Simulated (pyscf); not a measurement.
1,1-elimination: `[OH][SnH]([OH])[F]` → `[OH][Sn][OH]` [singlet] + `[FH]`

Gas phase, singlet surface, charge 0. Bonds broken: Sn2–F6, Sn2–H7. Bonds formed: F6–H7. PySCF, gas phase, ωB97X-D3(BJ)/def2-SVP geometries. MP2 and CC: frozen core, UHF for open shells. ΔMP2 is the change of the MP2 total energy from the triple- to the quadruple-zeta basis.

Transition state (Å):

```xyz
7

O     -1.2302     1.2893    -0.3444
Sn    -0.4209    -0.4988    -0.4977
O      1.4085    -0.0179     0.0085
H     -2.1884     1.3024    -0.4588
H      1.4580     0.8948     0.3253
F     -1.2992    -1.7329     0.9848
H     -1.1536    -2.0790    -0.4168
```

One imaginary mode, 1322i cm⁻¹; descent along it reached the two sides named, in the forms told below.

```csv
bond,change,reactant side (Å),saddle,product side
Sn2–F6,breaks,1.936,2.119,2.7
Sn2–H7,breaks,1.687,1.744,3.0
F6–H7,forms,3.0,1.451,0.929
```

Electronic energies relative to the reactant's lowest minimum found (eV):

| level | barrier | reaction energy | reverse barrier |
|---|---|---|---|
| ωB97X-D3(BJ)/def2-TZVP | 2.06 | +0.41 | 1.65 |
| PBE/def2-TZVP | 1.47 | +0.11 | 1.36 |
| r²SCAN/def2-TZVP | 1.71 | +0.33 | 1.38 |
| B3LYP-D3(BJ)/def2-TZVP | 1.77 | +0.09 | 1.69 |
| PBE0-D3(BJ)/def2-TZVP | 1.82 | +0.24 | 1.58 |
| M06-2X/def2-TZVP | 2.12 | +0.42 | 1.70 |
| ωB97M-D3(BJ)/def2-TZVP | 1.96 | +0.21 | 1.74 |
| HF/def2-TZVP | 2.76 | +0.36 | 2.40 |
| MP2/def2-QZVPP | 1.91 | +0.11 | 1.81 |
| CCSD/def2-TZVPP | 2.15 | +0.20 | 1.95 |
| CCSD(T)/def2-TZVPP | 2.01 | +0.22 | 1.79 |
| CCSD(T)/def2-TZVPP + ΔMP2(QZVPP) | 1.97 | +0.21 | 1.76 |

With CCSD(T)/def2-TZVPP + ΔMP2(QZVPP) energies and thermal terms (ideal gas, 1 atm, RRHO with modes under 100 cm⁻¹ raised to 100, one conformer, R ln 2 for rigid chiral ones), in eV:

```json
[
 {"T (K)": "298", "ΔH‡": "1.91", "ΔG‡": "1.92", "ΔH": "+0.24", "ΔG": "-0.15"},
 {"T (K)": "600", "ΔH‡": "1.89", "ΔG‡": "1.93", "ΔH": "+0.22", "ΔG": "-0.54"},
 {"T (K)": "900", "ΔH‡": "1.87", "ΔG‡": "1.96", "ΔH": "+0.19", "ΔG": "-0.91"},
 {"T (K)": "1200", "ΔH‡": "1.85", "ΔG‡": "1.99", "ΔH": "+0.14", "ΔG": "-1.27"}
]
```

On the product side the descent ends in a bound adduct (not fully relaxed), 0.35 eV under the separated species and 2.00 eV under the saddle at ωB97X-D3(BJ)/def2-TZVP. One saddle was located; it need not be the lowest between these sides. The CCSD(T) − MP2 part came from Ansatz, without density fitting, on the same reference. The frozen core leaves the outer d or s,p core shells of the metals and heavy elements correlated in the MP2 and CC values, and def2-TZVPP describes them poorly, which can shift differences by a few kcal/mol. Elements past Kr carry the def2 core potentials, without spin-orbit coupling.
